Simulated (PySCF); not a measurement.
## mu-NH2-B2H5: computed shieldings and shifts

mu-NH2-B2H5, B2H7N, point group C2v.

Geometry:
```csv
atom,x (Å),y (Å),z (Å)
B1,0.585,0.712,-0.390
N2,-0.720,0.401,0.386
B3,-0.086,-0.989,0.123
H4,1.007,-0.560,-0.541
H5,0.405,1.083,-1.526
H6,1.452,1.219,0.282
H7,-0.756,0.704,1.353
H8,-1.589,0.600,-0.096
H9,0.374,-1.515,1.108
H10,-0.672,-1.653,-0.699
```

GIAO calculations in PySCF on the PBE0-D3(BJ)/def2-SVP structure: isolated species, non-relativistic, equivalent atoms averaged; basis pcSseg-1.

Task: Give the isotropic shieldings (ppm) with KT2, PBE0.

Result: 
| atoms | environment | KT2 | PBE0 |
| --- | --- | --- | --- |
| N2 | nitrogen bonded to 2 B, 2 H | 250.6 | 255.0 |
| B1/B3 | boron bonded to N, 3 H | 132.5 | 132.9 |
| H7/H8 | hydrogen on a nitrogen bonded to 2 B | 29.33 | 29.42 |
| H5/H6/H9/H10 | hydrogen on a boron bonded to N | 29.47 | 29.54 |
| H4 | bridging hydrogen | 31.02 | 31.44 |
| HOMO–LUMO gap (eV) | – | 7.23 | 9.54 |

Task: And the chemical shifts, against references computed in the same way?

Result: 
| atoms | nucleus, reference | KT2 | PBE0 |
| --- | --- | --- | --- |
| N2 | ¹⁵N, NH3 | 13.7 | 10.7 |
| B1/B3 | ¹¹B, BF3·OEt2 | -32.6 | -32.2 |
| H7/H8 | ¹H, TMS | 1.85 | 1.84 |
| H5/H6/H9/H10 | ¹H, TMS | 1.71 | 1.73 |
| H4 | ¹H, TMS | 0.16 | -0.17 |

Task: Which part of the shielding of N2 depends on the functional?

Result: Diamagnetic: KT2 319, PBE0 319 ppm; paramagnetic: KT2 -68, PBE0 -64 ppm. The diamagnetic part, set mainly by inner electrons, hardly moves; the paramagnetic part goes with low-lying magnetically allowed excitations and carries the spread.

Task: What couplings does B3LYP/pcJ-1 (spin–dipole term only in couplings to heteroatoms) give?

Result: ¹J(B1,H5) = 141.3, ¹J(N2,H7) = -85.7, ¹J(B1,H4) = 41.4, ¹J(B1,N2) = -7.1, ²J(H4,H5) = -10.4, ²J(N2,H4) = -7.1, ²J(H7,H8) = -5.7, ²J(B1,B3) = -5.0, ²J(B1,H7) = -2.4, ³J(H5,H7) = 7.0, ³J(H4,H7) = 5.6, ³J(B1,H9) = 2.2 Hz (averaged over equivalent pairs; isotopes ¹¹B, ¹H, ¹⁵N).

Experimental scales use liquid or dissolved standards, which lie at an offset from isolated NH3 (liquid NH3: subtract about 20 ppm).
